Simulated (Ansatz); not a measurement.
H5NSi2, relaxed with RKS PBE0-D4/def2-TZVP in Ansatz from a PBE-D4/def2-SVP geometry. The force threshold is 0.005 eV/Å; the program also tests the step.

Total charge 0; spin multiplicity 1. The bonds changed during the relaxation, so this is another structure than the one it started from.

Start:

```xyz
8

N     0.516    0.647    0.505
Si   -0.633    1.598    1.421
Si    0.178   -0.696   -0.612
H     1.506    0.902    0.612
H    -1.856    0.799    0.877
H    -0.535   -0.209   -1.842
H    -0.667   -1.735    0.066
H     1.491   -1.307   -1.026
```

```
step  energy (eV)  largest force (eV/Å)  largest move (Å)
   1  -17319.1788                 0.655             0.000
   2  -17319.2168                 0.320             0.028
   3  -17319.2245                 0.032             0.023
   4  -17319.2247                 0.025             0.009
   5  -17319.2254                 0.011             0.037
   6  -17319.2256                 0.038             0.085
   7  -17319.2259                 0.020             0.029
   8  -17319.2259                 0.009             0.005
   9  -17319.2259                 0.001             0.004
  10  -17319.2259                 0.003             0.006
```

End:

```xyz
8

N     0.526    0.623    0.519
Si   -0.629    1.580    1.358
Si    0.172   -0.683   -0.585
H     1.502    0.835    0.678
H    -1.826    0.833    0.747
H    -0.622   -0.194   -1.738
H    -0.586   -1.758    0.101
H     1.463   -1.236   -1.080
```

Hardware: 2 threads of an Arm Neoverse V2 on a shared host. Wall time 20 s, peak host memory 0.24 GiB.
